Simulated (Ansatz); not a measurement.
Basis-set extrapolation for B₂H₄Si, SMILES `B1B[SiH2]1` (PBE0-D4/def2-TZVP geometry, frozen core, Ansatz). Multiplicity 1, RHF reference.

```json
{"": "HF", "def2-TZVPP": "-340.532751", "def2-QZVPP": "-340.543757"}
{"": "MP2 correlation", "def2-TZVPP": "-0.335773", "def2-QZVPP": "-0.356834"}
{"": "CCSD(T) correlation", "def2-TZVPP": "-0.390631", "def2-QZVPP": "not run"}
```

Energies in hartree. Use E(X) = E(∞) + A·exp(−7.88·√X) for Hartree–Fock and E(X) = E(∞) + B·X^(−2.97) for correlation, with X = 3 and 4, and add CCSD(T) minus MP2 of the smaller set to the MP2 limit.

What is the CCSD(T) energy at the basis-set limit?

HF limit: -340.543757 + (-0.011006) × 0.13774 = -340.54527. MP2 limit: -0.356834 + (-0.021061) × 0.74074 = -0.37243. Higher-order term: -0.390631 − (-0.335773) = -0.05486. Total: -340.97256 hartree, 1.34 eV below CCSD(T)/def2-TZVPP.
